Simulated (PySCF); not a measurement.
# Potential energy of PS⁺ along the bond

Set-up: basis P 6-31G(d,p), S 6-31G(d,p); no relativity; PySCF 2.14. Energies in eV from P + S⁺ in their ground configurations at the same level. State: ¹Σ⁺ (singlet), closed shell.

| R (Å) | r²SCAN |
| --- | --- |
| 1.577 | -4.062 |
| 1.651 | -5.335 |
| 1.724 | -6.045 |
| 1.779 | -6.305 |
| 1.834 | -6.390 |
| 1.889 | -6.341 |
| 1.962 | -6.123 |
| 2.054 | -5.686 |
| 2.164 | -5.025 |
| 2.311 | -4.055 |

Task: Put a parabola through the three lowest points of the r²SCAN curve and estimate Re, k and ωe (reduced mass 15.73 u; 1 eV/Å² = 0.16022 mdyn/Å; ωe = 1302.8·√(k/μ) cm⁻¹).

Result: Through R = 1.779, 1.834, 1.889 Å the second-order coefficient is 22.1 eV/Å², so Re ≈ 1.841 Å, k ≈ 7.10 mdyn/Å and ωe ≈ 875 cm⁻¹. A polynomial fit of higher order to the unrounded r²SCAN energies gives Re = 1.839 Å, k = 6.88 mdyn/Å, ωe = 862 cm⁻¹; anharmonicity and rounding make the difference.

The higher-order fit for each curve: r²SCAN: Re = 1.839 Å, ωe = 862 cm⁻¹, De = 6.39 eV.

For an ion De counts to the pair picked by the measured ionisation energies or electron affinities, which need not be the lowest pair at this level.
